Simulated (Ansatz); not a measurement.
**Worked example: SiH3(SH) + CH3O → SiH2(SH) + CH4O**

Gas-phase species: SiH3(SH) (sulfanylsilane), singlet; CH3O (hydroxymethyl radical) `[CH2]O`, doublet; SiH2(SH), doublet; CH4O (methanol) `CO`, singlet. A radical takes H: the energy is the difference in strength between the Si–H bond broken and the C–H bond made.

Shapes, held fixed at every level: PBE0-D4/def2-TZVP. Flexible molecules stand in one conformer, not always the lowest. Programs: Ansatz 0.2.0. The zero-point and thermal change to 298 K, harmonic and unscaled (PBE0-D4/def2-TZVP), is +11.5 kJ/mol.

At CCSD(T)/CBS estimate; 1 Eh = 2625.50 kJ/mol:

```
 species  energy (Eh)
SiH3(SH)  -689.273356
    CH3O  -114.951340
SiH2(SH)  -688.621319
    CH4O  -115.617125
```

Problem. Work out ΔH(298 K) of the reaction at this level.

Solution. 
1. Products less reactants: (-688.621319) + (-115.617125) − [(-689.273356) + (-114.951340)] = -0.013748 Eh = -36.1 kJ/mol.
2. With the thermal change: -36.1 + (+11.5) = -24.6 kJ/mol.

Other levels give -38.7 (SPW92/def2-TZVPP) to -18.3 kJ/mol (wB97X-V/def2-TZVPP). No measured value is set beside it here. Open shells run unrestricted. The CBS estimate extrapolates MP2 from def2-TZVPP and def2-QZVPP and adds CCSD(T) − MP2 in the triple-zeta set, cores frozen.
